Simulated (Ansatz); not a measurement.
OSi, SMILES `[O+]#[Si-]` (excited triplet) (charge 0, multiplicity 3). This triplet is an excited state, 3.87 eV above the relaxed singlet at the level frozen-core full CI/6-31g // B3LYP-D3(BJ)/def2-TZVP (Ansatz, a program for electronic structure).

Z-matrix (Å, degrees):
```
O
Si 1 1.5739
```
Charge 0, spin multiplicity 3.

Frozen-core energies in cc-pVDZ from Ansatz at a geometry from B3LYP-D3(BJ)/def2-TZVP; the HF reference has <S^2> = 2.04 and the T1 diagnostic is 0.061.

```
level    energy (Ha)
-------  -----------
HF        -363.66313
MP2       -363.89354
CCSD      -363.91808
CCSD(T)   -363.92795
```

**Question.** Estimate the energies of CCSDT, CCSDT(Q) and CCSDTQ, and give each level's difference from CCSDTQ.

**Answer.** 
| level | energy (Ha) | difference from CCSDTQ (mHa) |
|---|---|---|
| MP2 | -363.89354 | 37.74 |
| CCSD | -363.91808 | 13.20 |
| CCSD(T) | -363.92795 | 3.33 |
| CCSDT | -363.92997 | 1.31 |
| CCSDT(Q) | -363.93186 | -0.58 |
| CCSDTQ | -363.93128 | 0.00 |
